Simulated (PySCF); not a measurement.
C2H2N2O.
SMILES with atom numbers: `[cH:1]1[n:2][cH:3][o:4][n:5]1` (hydrogens: H6 on C1; H7 on C3)

The same species was optimised twice, with GFN2-xTB and with PBE0-D3(BJ)/def2-SVP (PySCF), and the same property calculations (PySCF, gas phase) were run on both structures.

```tsv
coordinate	GFN2-xTB	PBE0-D3(BJ)/def2-SVP	change
C1–H6 (Å)	1.069	1.090	+0.021
C3–H7 (Å)	1.071	1.090	+0.019
O4–N5 (Å)	1.356	1.369	+0.013
C1–N2 (Å)	1.360	1.367	+0.007
C1–N5 (Å)	1.298	1.303	+0.005
C3–O4 (Å)	1.329	1.327	-0.002
N2–C3 (Å)	1.294	1.292	-0.002
O4–C3–H7 (°)	119.7	117.5	-2.2
N5–C1–H6 (°)	123.3	121.4	-1.9
N2–C3–H7 (°)	127.3	128.9	+1.6
C1–N5–O4 (°)	104.9	103.4	-1.5
N2–C1–N5 (°)	113.4	114.6	+1.2
C1–N2–C3 (°)	102.3	101.4	-0.9
N2–C3–O4 (°)	113.0	113.6	+0.6
N2–C1–H6 (°)	123.4	123.9	+0.5
```

Rotational constants: A = 10543, B = 10439, C = 5246 MHz (GFN2-xTB) against A = 10543, B = 10290, C = 5208 MHz (PBE0-D3(BJ)/def2-SVP). Point groups within 0.08 Å: Cs and Cs.

On the GFN2-xTB structure: lowest singlet, TDDFT (eV) 6.14 [CAM-B3LYP/def2-SVPD]; lowest triplet, Tamm–Dancoff (eV) 4.68 [CAM-B3LYP/def2-SVPD]; isotropic polarisability (au) 36.0 [CAM-B3LYP/def2-SVPD]; HOMO (eV) -10.28 [CAM-B3LYP/def2-SVPD]; LUMO (eV) 0.09 [CAM-B3LYP/def2-SVPD]; dipole (D) 1.23 [CAM-B3LYP/def2-SVPD]; HOMO (eV) -8.88 [PBE0/pcSseg-1]; LUMO (eV) -0.98 [PBE0/pcSseg-1]; dipole (D) 1.18 [PBE0/pcSseg-1]; GIAO shielding of C1 (ppm) 24.4 [PBE0/pcSseg-1]; GIAO shielding of N2 (ppm) -17.1 [PBE0/pcSseg-1]; GIAO shielding of C3 (ppm) 15.2 [PBE0/pcSseg-1]; GIAO shielding of O4 (ppm) -85.8 [PBE0/pcSseg-1]; GIAO shielding of N5 (ppm) -135.8 [PBE0/pcSseg-1].

Q: What do these properties become on the PBE0-D3(BJ)/def2-SVP structure?

A: 
```
                                    property                level  on GFN2-xTB  on PBE0-D3(BJ)/def2-SVP  change
                  lowest singlet, TDDFT (eV)  CAM-B3LYP/def2-SVPD         6.14                     6.25   +0.11
           lowest triplet, Tamm–Dancoff (eV)  CAM-B3LYP/def2-SVPD         4.68                     4.69   +0.01
               isotropic polarisability (au)  CAM-B3LYP/def2-SVPD         36.0                     36.4    +0.4
                                   HOMO (eV)  CAM-B3LYP/def2-SVPD       -10.28                   -10.31   -0.03
                                   LUMO (eV)  CAM-B3LYP/def2-SVPD         0.09                     0.08   -0.01
                                  dipole (D)  CAM-B3LYP/def2-SVPD         1.23                     1.22   -0.01
energy, GFN2-xTB geometry as zero (kcal/mol)  CAM-B3LYP/def2-SVPD          0.0                     -0.6    -0.6
                                   HOMO (eV)        PBE0/pcSseg-1        -8.88                    -8.91   -0.03
                                   LUMO (eV)        PBE0/pcSseg-1        -0.98                    -0.99   -0.01
                                  dipole (D)        PBE0/pcSseg-1         1.18                     1.18    0.00
energy, GFN2-xTB geometry as zero (kcal/mol)        PBE0/pcSseg-1          0.0                     -0.6    -0.6
                  GIAO shielding of C1 (ppm)        PBE0/pcSseg-1         24.4                     22.0    -2.4
                  GIAO shielding of N2 (ppm)        PBE0/pcSseg-1        -17.1                    -13.8    +3.3
                  GIAO shielding of C3 (ppm)        PBE0/pcSseg-1         15.2                     15.1    -0.1
                  GIAO shielding of O4 (ppm)        PBE0/pcSseg-1        -85.8                    -91.5    -5.7
                  GIAO shielding of N5 (ppm)        PBE0/pcSseg-1       -135.8                   -137.9    -2.1
```

The heavy atoms differ by 0.010 Å rms after alignment. Among all bonds C1–H6 changes most (+0.021 Å). Changes are differences of the printed values. Neither structure is proved a minimum here.
